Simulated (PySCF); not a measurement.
Molecule: `CP(C)C`, C3H9P.

Cartesian coordinates in Å; atom numbers follow the order of the lines, from 1:
```xyz
13

C    -0.4996    1.5176    0.3906
P    -0.1545   -0.2029    0.9776
C     1.5629   -0.4045    0.3192
C    -1.0833   -1.1493   -0.3130
H    -0.2742    1.6532   -0.6804
H     0.1022    2.2321    0.9729
H    -1.5596    1.7588    0.5634
H     1.6397   -0.1464   -0.7503
H     1.8887   -1.4469    0.4569
H     2.2525    0.2364    0.8895
H    -0.8233   -0.8344   -1.3377
H    -0.8698   -2.2238   -0.2069
H    -2.1648   -1.0095   -0.1626
```

Geometry PBE0-D3(BJ)/def2-SVP throughout; GIAO in PySCF 2.14, gas phase, one conformer, non-relativistic; equivalent atoms averaged; functional PBE0.

For orientation, cc-pVTZ gives these shifts δ (against TMS, H3PO4 at the same level): C1/C3/C4 18.7, P2 -91.1, H5/H6/H7/H8/H9/H10/H11/H12/H13 0.87 ppm.

A run gave: C1/C3/C4 18.5, P2 -154.9, H5/H6/H7/H8/H9/H10/H11/H12/H13 0.82 ppm (shifts δ (against TMS, H3PO4 at the same level)).

Q: Which basis set was used in that run?
A. pcSseg-0
B. aug-cc-pVDZ
C. cc-pVDZ
D. IGLO-III

A: A. P2 tells them apart best: pcSseg-0 gives -154.9, IGLO-III gives -80.8, aug-cc-pVDZ gives -82.4, cc-pVDZ gives -73.2 ppm.
